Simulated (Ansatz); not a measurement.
# CHBO (SMILES B1=CO1): one structure at several levels

A test off equilibrium: a frame of a short trajectory is computed at several levels, and each is set against CCSD(T).

Computed with Ansatz 0.2.0, Gaussian basis. Level: single points in def2-TZVPP.

Correlated methods freeze the cores.

### Step 1. The system as given

SMILES `B1=CO1`, 4 atoms, charge 0, spin multiplicity 1.

Atoms are counted from 1 here; the program's logs count them from 0.

Bond lengths: B1–C2 1.644 Å, B1–O3 1.539 Å, C2–O3 1.259 Å, C2–H4 1.127 Å. Angles: C2–B1–O3 46.4°, B1–C2–O3 62.4°, B1–C2–H4 168.1°, O3–C2–H4 122.4°, B1–O3–C2 71.2°.

Coordinates:

```mol
CHBO
  3D, bonds by distance, orders not assigned

  4  4  0  0  0  0  0  0  0  0999 V2000
   -1.3135   -0.3570    0.0890 B   0  0
    0.1730    0.3440    0.1064 C   0  0
    0.1197   -0.9083   -0.0059 O   0  0
    1.1189    0.9272   -0.0787 H   0  0
  1  2  8  0
  1  3  8  0
  2  3  8  0
  2  4  8  0
M  END
```

### Step 2. PBE-D4/def2-TZVPP

The input, run/in.yaml:

```yaml
crystal:
  periodic: [false, false, false]
  atoms:
    - {symbol: B, position_ang: [-1.313470, -0.357024, 0.088968]}
    - {symbol: C, position_ang: [0.173012, 0.344011, 0.106391]}
    - {symbol: O, position_ang: [0.119743, -0.908341, -0.005932]}
    - {symbol: H, position_ang: [1.118861, 0.927220, -0.078675]}
basis:
  gaussian: {orbitals: def2-TZVPP}
hamiltonian: {xc: pbe, dispersion: d4}
output: {forces: true}
```

Started as:

```bash
> ansatz run in.yaml --threads 2 --pin off --events-out ev --progress --plain --max-ram 3481MiB
```

### Step 3. r2SCAN-D4/def2-TZVPP

run/in.yaml: that of step 2 with these lines changed.

```diff
@@ -9,3 +9,3 @@
   gaussian: {orbitals: def2-TZVPP}
-hamiltonian: {xc: pbe, dispersion: d4}
+hamiltonian: {xc: r2scan, dispersion: d4}
 output: {forces: true}
```

### Step 4. PBE0-D4/def2-TZVPP

run/in.yaml: that of step 3 with these lines changed.

```diff
@@ -9,3 +9,3 @@
   gaussian: {orbitals: def2-TZVPP}
-hamiltonian: {xc: r2scan, dispersion: d4}
-output: {forces: true}
+hamiltonian: {xc: pbe0, dispersion: d4}
+output: {forces: true, orbitals: {seedname: orbitals}}
```

### Step 5. wB97M-V/def2-TZVPP

run/in.yaml: that of step 4 with these lines changed.

```diff
@@ -9,3 +9,3 @@
   gaussian: {orbitals: def2-TZVPP}
-hamiltonian: {xc: pbe0, dispersion: d4}
-output: {forces: true, orbitals: {seedname: orbitals}}
+hamiltonian: {xc: {name: wB97M-V}}
+output: {forces: true}
```

### Step 6. CCSD(T)/def2-TZVPP

run/in.yaml: that of step 5 with these lines changed.

```diff
@@ -9,3 +9,3 @@
   gaussian: {orbitals: def2-TZVPP}
-hamiltonian: {xc: {name: wB97M-V}}
+correlation: {method: ccsd_t}
 output: {forces: true}
```

(Steps that only read results are left out.)

Before running it: what results should come out? Wanted: energy less free atoms, CCSD(T)/def2-TZVPP; RMS force component; RMS force error; HOMO and LUMO, PBE0-D4; T1 diagnostic.

**Answer**, as computed:

| quantity | value |
| --- | --- |
| energy less free atoms, CCSD(T)/def2-TZVPP | -334.0 kcal/mol |
| RMS force component | 0.480 to 0.667 eV/Å over the methods |
| RMS force error | PBE-D4 0.162, r2SCAN-D4 0.221, PBE0-D4 0.425, wB97M-V 0.344 eV/Å |
| HOMO and LUMO, PBE0-D4 | -6.17 and -3.18 eV |
| T1 diagnostic | 0.020 |

**Reading.** Against CCSD(T) the functionals' energies less atoms differ by -31.9 to -14.1 kcal/mol, PBE-D4 by -31.9 kcal/mol. CCSD(T) in triple zeta still lacks some correlation energy of the bonds, so part of these gaps is its own basis error and they don't rank the functionals. For forces PBE-D4 does best and PBE0-D4 worst. Frozen-core CCSD(T) forces in triple zeta carry basis errors of their own, and this is one geometry, so small gaps rank nothing. The restricted Hartree–Fock reference is unstable towards an unrestricted one at one or more of these structures.
